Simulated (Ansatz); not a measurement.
**CF (SMILES [C]F): levels of theory compared**

Aim: a comparison of 6 runs (U-r2SCAN0/STO-3G, UPBE0/STO-3G, RPA@PBE/STO-3G, UMP2/STO-3G, UCCSDT(Q)/STO-3G, UCCSD(T)/STO-3G) of CF. 

The calculation is run with Ansatz 0.2.0.

44 further runs of the same task are left out: 9 that didn't finish, 35 set aside as unsound or not needed.

### 1 Starting point

CF: 2 atoms, total charge 0, spin state doublet. As SMILES, `[C]F`. The F2–C1 distance was set to 1.902 Å, away from the relaxed value.

Bond lengths: C1–F2 1.902 Å.

### 2 The energy at U-r2SCAN0/STO-3G (run 1)

Contents of job.yaml:

```yaml
crystal:
  periodic: [false, false, false]
  atoms:
    - {symbol: C, position_ang: [-0.000000, 0.000000, -0.631080]}
    - {symbol: F, position_ang: [0.000000, -0.000000, 1.271320]}
basis:
  gaussian:
    orbitals: STO-3G
magnetization:
  spin_polarized: true
  initial_magnetization: 1
hamiltonian:
  xc: {name: r2SCAN0}
accuracy: high
```

Command:

```console
$ ansatz run job.yaml --threads 1 --pin off --max-ram 3480MiB --events-out events.jsonl --progress --plain --runs-dir runs
```

Output:

```text
Warning: RAYON_NUM_THREADS=1 ignored (pool sized by the plan → 1); use --threads N
Functional definition: r2SCAN0
  name "r2SCAN0"
  parameter a = 0.25
  parameter k0 = 0.174
  parameter k1 = 0.065
  parameter a1 = 4.9479
  exchange = (1 - a)*r2scan_x(k0 = k0, k1 = k1, a1 = a1) + a*exact_x
  correlation = r2scan_c
149 factors; integrals over basis functions are off by at most 4.8e-8 eV
mean field evaluation 1: about -3688.2704 eV, gradient 1.6e1 eV
mean field evaluation 2: about -3523.0087 eV, gradient 1.2e2 eV
mean field evaluation 4: about -3691.1330 eV, gradient 6.6e0 eV
mean field evaluation 8: about -3691.6074 eV, gradient 7.5e-1 eV
mean field evaluation 16: about -3691.6032 eV, gradient 7.1e-3 eV
mean field evaluation 32: about -3691.4266 eV, gradient 1.3e0 eV
mean field -3691.60318786 eV, -135.6639148955 hartree, gradient 5.2e-9 eV, S^2 0.986301; 3 other end points of the search recorded, 0 dependent functions left out
reference -3691.60318806 eV, -135.6639149027 hartree; 8, 7 occupied and 2, 3 virtual orbitals, 149 factors
Total energy: -3691.60318806 eV, -135.6639149027 hartree
```

It took 2.4 s on 1 thread of Arm Neoverse V1, shared host; peak memory 0.14 GiB.

### 3 The energy at UPBE0/STO-3G (run 2)

Contents of input.yaml:

```yaml
crystal:
  periodic: [false, false, false]
  atoms:
    - symbol: C
      position_ang: [-0.000000, 0.000000, -0.631080]
    - symbol: F
      position_ang: [0.000000, -0.000000, 1.271320]
basis:
  gaussian: {orbitals: STO-3G}
magnetization: {spin_polarized: true, initial_magnetization: 1}
hamiltonian: {xc: {name: PBE0}}
accuracy: high
```

Command:

```console
$ ansatz run input.yaml --threads 1 --pin off --max-ram 3480MiB --events-out events.jsonl --progress --plain --runs-dir runs
```

Output:

```text
Warning: RAYON_NUM_THREADS=1 ignored (pool sized by the plan → 1); use --threads N
Functional definition: PBE0
  name "PBE0"
[... 1 set-up line as earlier in the session ...]
  parameter kappa = 0.804
  parameter beta = 0.06672455060314922
  exchange = (1 - a)*pbe_x(kappa = kappa, mu = beta*pi^2/3) + a*exact_x
  correlation = pbe_c(beta = beta)
149 factors; integrals over basis functions are off by at most 4.8e-8 eV
mean field evaluation 1: about -3686.7266 eV, gradient 1.6e1 eV
mean field evaluation 2: about -3520.2353 eV, gradient 1.2e2 eV
mean field evaluation 4: about -3689.1008 eV, gradient 8.1e0 eV
mean field evaluation 8: about -3689.7110 eV, gradient 4.6e-1 eV
mean field evaluation 16: about -3689.6953 eV, gradient 4.5e-3 eV
mean field evaluation 32: about -3688.6879 eV, gradient 6.6e0 eV
mean field -3689.69530864 eV, -135.5938016273 hartree, gradient 7.3e-9 eV, S^2 0.896165; 3 other end points of the search recorded, 0 dependent functions left out
reference -3689.69530927 eV, -135.5938016504 hartree; 8, 7 occupied and 2, 3 virtual orbitals, 149 factors
Total energy: -3689.69530927 eV, -135.5938016504 hartree
```

Wall time 0.73 s (1 thread of Arm Neoverse V1, shared host); peak memory 0.089 GiB.

Runs 3 to 5 aren't shown in full; the table further down has their settings and results.

### 4 A single-point energy at UCCSD(T)/STO-3G (run 6)

job.yaml: that of step 2 with these lines changed.

```diff
@@ -11,4 +11,7 @@
   initial_magnetization: 1
-hamiltonian:
-  xc: {name: r2SCAN0}
+correlation:
+  method: ccsd_t
+  frozen_orbitals: {C: 1, F: 1}
 accuracy: high
+scf:
+  omitted_lower_state_checks: [cluster_reference, increment]
```

Command:

```console
$ ansatz run job.yaml --threads 1 --pin off --max-ram 3480MiB --events-out events.jsonl --progress --plain --runs-dir runs
```

Output:

```text
Warning: RAYON_NUM_THREADS=1 ignored (pool sized by the plan → 1); use --threads N
[... 19 lines left out ...]
2 core orbitals not correlated: weight in the atoms' cores, before any rotation towards them, 1.000 or more for the frozen orbitals, at most 0.000 for the correlated occupied ones
[... 57 lines left out ...]
Total energy: -3680.64863140 eV, -135.2613423706 hartree
Checks for a lower state left out: cluster_reference, increment
```

Run time: 0.44 s. Hardware: 1 thread of Arm Neoverse V1, shared host.

### 5 Overview of the runs

```csv
run,level,frozen core orbitals,energy (Eh),⟨S²⟩,wall time
1,U-r2SCAN0/STO-3G,–,-135.663915,0.986,2.4 s
2,UPBE0/STO-3G,–,-135.593802,0.896,0.73 s
3,RPA@PBE/STO-3G,2,-135.327810,0.858,2.5 s
4,UMP2/STO-3G,2,-135.209840,1.488,0.24 s
5,UCCSDT(Q)/STO-3G,2,-135.266121,1.488,1.9 s
6,UCCSD(T)/STO-3G,2,-135.261342,1.488,0.44 s
```

### 6 Summary of results

```
                                          quantity          value
                               run 6: total energy  -135.26134 Eh
run 6: correlation energy (2 core orbitals frozen)      -66.5 mEh
                             run 6: (T) correction      -1.19 mEh
          run 6: ⟨S²⟩ of the reference determinant          1.488
                              run 6: T1 diagnostic          0.094
```

Totals of different functionals can't be ranked against each other. In runs 1, 2, 3, 4, 5, 6 the basis is minimal, so the values are rough. Spin contamination of the reference: run 4 ⟨S²⟩ = 1.49, run 5 ⟨S²⟩ = 1.49, run 6 ⟨S²⟩ = 1.49, run 1 ⟨S²⟩ = 0.99, run 2 ⟨S²⟩ = 0.90, run 3 ⟨S²⟩ = 0.86. Where it is this large, the reference is a mixture of spin states, and values that rest on it are in doubt. All runs together took 8.3 s, the longest 2.5 s.
